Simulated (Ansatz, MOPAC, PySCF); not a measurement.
Complex: CH5N (SMILES CN) (first 7 atoms) with H2O (SMILES O); geometry from S66by8 set.
(charge 0, multiplicity 1):
```xyz
10

N     -0.80437    -0.69220    -0.35725
H     -0.90006    -1.66103    -0.08140
H     -1.39351    -0.57876    -1.17201
C     -1.28781     0.17588     0.72313
H     -1.18366     1.21295     0.41528
H     -2.32564     0.00248     1.01426
H     -0.65593     0.03620     1.59637
O      1.85803     0.51852    -0.25349
H      1.04051     0.02225    -0.42664
H      2.43993     0.26002    -0.96923
```

Monomers are frozen at their geometry in the pair; levels with a basis set take the counterpoise correction. Rows marked so take none.

Rows in 6-31G* carry no dispersion term and start afresh at each structure (6-31G* with six Cartesian d functions). The state that PM6 reach isn't checked.

Codes used: Ansatz (Gaussian basis) for Hartree–Fock, density functionals and correlated methods; MOPAC for PM6 (differences of heats of formation); PySCF for 6-31G* rows. Values without a source in brackets are computed.

Q: One of these levels gives -7.12 kcal/mol for the interaction energy. Name it.
A. PBE/def2-TZVPPD
B. M06-2X/6-31G* (no counterpoise)
C. SVWN5/def2-TZVPPD
D. PM6

A: A, PBE/def2-TZVPPD. The others give -4.04 (PM6), -10.86 (SVWN5/def2-TZVPPD), -9.36 (M06-2X/6-31G* (no counterpoise))

Ansatz is an electronic-structure program.
